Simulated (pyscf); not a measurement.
Single points on ωB97X-D3(BJ)/def2-SVP structures (PySCF, gas phase).

H₃C–Cd–NH₂ (SMILES [CH3][Cd][NH2]) + CH₄ (SMILES C) -> H₃C–Cd–CH₃ (SMILES [CH3][Cd][CH3]) + NH₃ (SMILES N)
Surface: singlet. Broken: Cd–N, C–H. Formed: C–Cd, H–N. Give ΔE‡ and ΔE from ωB97M-D3(BJ)/def2-TZVP, relative to the separated reactants.

ΔE‡ = 150.6 kJ/mol, ΔE = +18.7 kJ/mol. Zero-point energy shifts the barrier by -7.0 kJ/mol. It is a four-centre exchange, with an imaginary mode of 1587i cm⁻¹. On the product side the descent ends in a bound adduct (not fully relaxed), 34.2 kJ/mol under the separated species and 163.3 kJ/mol under the saddle at ωB97X-D3(BJ)/def2-TZVP. One saddle was located; it need not be the lowest between these sides. Elements past Kr carry the def2 core potentials, without spin-orbit coupling.
